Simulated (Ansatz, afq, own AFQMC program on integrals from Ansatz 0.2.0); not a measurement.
**CH2N, doublet in cc-pVDZ, levels against CCSDT(Q)**

```yaml
atoms:
  - { symbol: N, position_ang: [0.0000, 0.0000, 0.5108] }
  - { symbol: C, position_ang: [0.0000, 0.0000, -0.7748] }
  - { symbol: H, position_ang: [0.0000, 0.8569, 1.0670] }
  - { symbol: H, position_ang: [0.0000, -0.8569, 1.0670] }
```

Connectivity, by distances: NH2–C.

Basis cc-pVDZ. Noble-gas cores (and the filled d shells of Ga–Kr and In–Xe) are frozen. AFQMC by an in-house program on the Cholesky factors that Ansatz 0.2.0 writes for its CCSD(T) run. The CISD trial takes its coefficients from CCSD amplitudes. Released means that phaseless walkers are propagated on without the constraint, phases kept. Error bars are statistical, one sigma.

Determinant: UHF, the one that the program's search chose, which needn't be the lowest solution. The geometry is a PBE0/def2-TZVP stationary point of this or a neighbouring charge and spin state.

No full CI on the walks' own integrals is used here; CCSDT(Q) serves as the reference and is uncertain by about the last step of the cluster series.

```
T1 diagnostic                               : 0.0182
weight of the determinant in the CISD state : 0.893
⟨S²⟩ of the determinant                     : 0.765
size of the correlated space                : 11 electrons in 36 orbitals
```

```tsv
level	correlation energy (eV)
MP2	-7.0099
CCSD	-7.7272
CCSD(T)	-7.9596
```

Problem. Estimate where phaseless AFQMC with the Hartree–Fock trial lies against CCSD(T) on the same integrals.

Solution. 77.6 ± 26.1 meV below CCSD(T).

Reference: CCSDT(Q), correlation energy -7.998 eV. The released energy is read at 2.40 1/Eh (meV from the phaseless value at times in 1/Eh: -9 ± 4 at 0.24, -13 ± 4 at 0.51, -10 ± 3 at 0.99, -17 ± 4 at 1.62, -16 ± 6 at 2.40).

```tsv
level	E − E(reference) (meV)	share of correlation (%)
CCSD(T)	38.2	99.52
CCSDT	17.7	99.78
ph-AFQMC/HF	-39.4 ± 26.1	100.49
ph-AFQMC/CISD	11.2 ± 4.8	99.86
released AFQMC	-4.6 ± 5.6	100.06
```

A walk keeps the symmetry of its determinant, which the program's search chose and which needn't be the lowest solution, so a lower state of the same spin and another symmetry isn't excluded. Released energies are given only where the last usable release times agree within the noise; a slower fall can still hide under it.
